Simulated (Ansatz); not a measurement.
# BFHN (SMILES N=BF): single points off equilibrium

The atoms stand at a structure displaced at random from a GFN2-xTB minimum. How far do the functionals agree with CCSD(T) there?

Computed with Ansatz 0.2.0, Gaussian basis. Level: single points in def2-TZVPP.

Correlated methods freeze the cores. B3LYP uses VWN-RPA correlation.

## 1. The system as given

SMILES `N=BF`, 4 atoms, charge 0, spin multiplicity 1.

Atoms are counted from 1 here; the program's logs count them from 0.

Bond lengths: N1–B2 1.191 Å, N1–H4 0.977 Å, B2–F3 1.367 Å. Angles: B2–N1–H4 172.6°, N1–B2–F3 177.3°.

Geometry (Å):

```xyz
4
BFHN
N     0.7013   -0.1292   -0.1405
B    -0.4389    0.1196    0.0958
F    -1.7280    0.4506    0.4067
H     1.6340   -0.2338   -0.4116
```

## 2. CCSD(T)/def2-TZVPP

Contents of run/in.yaml:

```yaml
crystal:
  periodic: [false, false, false]
  atoms:
    - {symbol: N, position_ang: [0.701300, -0.129200, -0.140500]}
    - {symbol: B, position_ang: [-0.438900, 0.119600, 0.095800]}
    - {symbol: F, position_ang: [-1.728000, 0.450600, 0.406700]}
    - {symbol: H, position_ang: [1.634000, -0.233800, -0.411600]}
basis:
  gaussian: {orbitals: def2-TZVPP}
correlation: {method: ccsd_t}
output: {forces: true}
```

The command line of these runs was not kept.

## 3. PBE0-D4/def2-TZVPP

run/in.yaml: that of step 2 with these lines changed.

```diff
@@ -9,3 +9,3 @@
   gaussian: {orbitals: def2-TZVPP}
-correlation: {method: ccsd_t}
-output: {forces: true}
+hamiltonian: {xc: pbe0, dispersion: d4}
+output: {forces: true, orbitals: {seedname: orbitals}}
```

## 4. wB97M-V/def2-TZVPP

run/in.yaml: that of step 3 with these lines changed.

```diff
@@ -9,3 +9,3 @@
   gaussian: {orbitals: def2-TZVPP}
-hamiltonian: {xc: pbe0, dispersion: d4}
-output: {forces: true, orbitals: {seedname: orbitals}}
+hamiltonian: {xc: {name: wB97M-V}}
+output: {forces: true}
```

## 5. r2SCAN-D4/def2-TZVPP

run/in.yaml: that of step 4 with these lines changed.

```diff
@@ -9,3 +9,3 @@
   gaussian: {orbitals: def2-TZVPP}
-hamiltonian: {xc: {name: wB97M-V}}
+hamiltonian: {xc: r2scan, dispersion: d4}
 output: {forces: true}
```

## 6. PBE-D4/def2-TZVPP

run/in.yaml: that of step 5 with these lines changed.

```diff
@@ -9,3 +9,3 @@
   gaussian: {orbitals: def2-TZVPP}
-hamiltonian: {xc: r2scan, dispersion: d4}
+hamiltonian: {xc: pbe, dispersion: d4}
 output: {forces: true}
```

## 7. CAM-B3LYP-D4/def2-TZVPP

run/in.yaml: that of step 6 with these lines changed.

```diff
@@ -9,3 +9,3 @@
   gaussian: {orbitals: def2-TZVPP}
-hamiltonian: {xc: pbe, dispersion: d4}
+hamiltonian: {xc: {name: CAM-B3LYP}, dispersion: d4}
 output: {forces: true}
```

## 8. B3LYP-D4/def2-TZVPP

run/in.yaml: that of step 7 with these lines changed.

```diff
@@ -9,3 +9,3 @@
   gaussian: {orbitals: def2-TZVPP}
-hamiltonian: {xc: {name: CAM-B3LYP}, dispersion: d4}
+hamiltonian: {xc: {name: B3LYP}, dispersion: d4}
 output: {forces: true}
```

(Steps that only read results are left out.)

Q: Predict the outcome of this session. Wanted: energy less free atoms, CCSD(T)/def2-TZVPP; RMS force component; RMS force error; HOMO and LUMO, PBE0-D4; T1 diagnostic.

The runs gave:

| quantity | value |
| --- | --- |
| energy less free atoms, CCSD(T)/def2-TZVPP | -1585.6 kJ/mol |
| RMS force component | 2.275 to 2.556 eV/Å over the methods |
| RMS force error | PBE0-D4 0.240, wB97M-V 0.243, r2SCAN-D4 0.156, PBE-D4 0.142, CAM-B3LYP-D4 0.386, B3LYP-D4 0.264 eV/Å |
| HOMO and LUMO, PBE0-D4 | -8.86 and 0.09 eV |
| T1 diagnostic | 0.013 |

What this shows: Against CCSD(T) the functionals' energies less atoms differ by -138.9 to -69.5 kJ/mol, PBE-D4 by -138.9 kJ/mol. A larger basis would deepen the CCSD(T) value, while the functionals are nearly converged already, so the order here is not reliable. For forces PBE-D4 does best and CAM-B3LYP-D4 worst. Frozen-core CCSD(T) forces in triple zeta carry basis errors of their own, and this is one geometry, so small gaps rank nothing.
